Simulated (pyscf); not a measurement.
Routes from Cl–SiH₂–Cl (SMILES Cl[SiH2]Cl)

Candidate steps break at most two bonds and form at most two. Each was searched with GFN2-xTB (tblite) first. Optimised with ωB97X-D3(BJ)/def2-SVP in PySCF. Correlated levels are frozen-core, on RHF or UHF. ΔMP2 is the change of the MP2 total energy from the triple- to the quadruple-zeta basis. Energies: CCSD(T)/def2-TZVPP + ΔMP2(QZVPP), kcal/mol, from the reactant's lowest minimum found, singlet surface.

```json
[
 {"products": "HCl + :HSi–Cl [singlet]", "type": "1,1-elimination", "ΔE‡": "75.0", "ΔE": "+68.9", "ΔG‡ 298 K": "70.6", "ΔG‡ 900 K": "68.3", "ν‡ (cm⁻¹)": "1130i"},
 {"products": "SiH₂ [singlet] + Cl–Cl", "type": "1,1-elimination", "ΔE‡": "133.9", "ΔE": "+142.2", "ΔG‡ 298 K": "–", "ΔG‡ 900 K": "–", "ν‡ (cm⁻¹)": "230i"}
]
```

A dash marks a saddle under its separated products, whose escape then sets the rate. Row 1: On the product side the descent ends in a complex, 7.0 kcal/mol under the separated species and 10.6 kcal/mol under the saddle at ωB97X-D3(BJ)/def2-TZVP. Row 2: On the product side the descent ends in an adduct with a Cl–Si contact, 10.9 kcal/mol under the separated species and 1.4 kcal/mol under the saddle at ωB97X-D3(BJ)/def2-TZVP. 

Plain bond fissions and candidates not yet searched are not listed, and one of them may be faster. Each barrier is that of the saddle found; lower ones may exist. One closed-shell reference is unstable to symmetry breaking; treat the single-reference values with care. The CCSD(T) − MP2 part came from Ansatz, without density fitting, on the same reference. The largest closed-shell T1 diagnostic is 0.043, which may signal static correlation.
